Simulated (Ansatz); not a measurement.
A nudged elastic band was laid between two geometries of BH₂N (4 atoms, charge 0, multiplicity 1).

These are results of Ansatz, RKS PBE-D4/def2-SVP, not measurements.

```json
{"movable images": "5", "climbing image": "yes", "spring": "5.0 eV/Å²", "optimiser": "quadratic models (default)", "start path": "through a guess of the saddle point", "force threshold": "0.05 eV/Å", "iteration limit": "60", "end points": "relaxed"}
```

Image 0:

```xyz
4
Properties=species:S:1:pos:R:3
B -0.402 -0.417 0.011
N 0.462 0.486 -0.009
H -1.227 -1.272 0.034
H 1.167 1.203 -0.037
```

Image 6:

```xyz
4
Properties=species:S:1:pos:R:3
B -1.000 0.540 0.662
N 0.052 -0.028 -0.035
H 0.020 -0.985 -0.405
H 0.928 0.474 -0.222
```

(1) Which bonds break or form, and what moves?

(2) Give the energies along the band, and the barrier.

(3) What is the geometry of the highest image?

(4) What are the harmonic wavenumbers there?

Answers

(1) Bonds broken: B1–H3. Bonds formed: N2–H3.

(2) The forces met the threshold. The highest image is number 4 of 0 to 6, 2.92 eV above the first end and 1.01 eV above the last; the last end lies 1.90 eV above the first. A vibrational analysis at the climbing image gives one clearly imaginary mode, 1360i cm⁻¹: a first-order saddle point. The orbitals stay closed-shell, which can raise the energy where a bond breaks towards radicals; this wasn't checked here.

```csv
image,path coordinate (Å),energy (eV),B1–H3 (Å),N2–H3 (Å)
0,0.00,0.00,1.19,2.44
1,0.41,0.24,1.17,2.39
2,0.81,1.01,1.17,2.17
3,1.22,2.15,1.21,1.81
4,1.63,2.92,1.34,1.39
5,2.06,2.18,1.71,1.06
6,2.49,1.90,2.12,1.03
```

(3) 
```xyz
4
Properties=species:S:1:pos:R:3:forces:R:3
B -0.978 -0.031 0.485 0.00 0.00 0.00
N 0.201 0.308 0.040 0.02 0.01 0.00
H -0.334 -0.934 -0.263 0.00 0.00 0.00
H 1.111 0.657 -0.262 -0.01 0.00 0.00
```

(4) 1360i, 377, 817, 1594, 2179, 3573 cm⁻¹.

The run took 2.1 min on 1 thread of Intel(R) Xeon(R) Processor @ 2.50GHz (Skylake/Cascade Lake), on a shared host, peak memory 0.093 GiB.
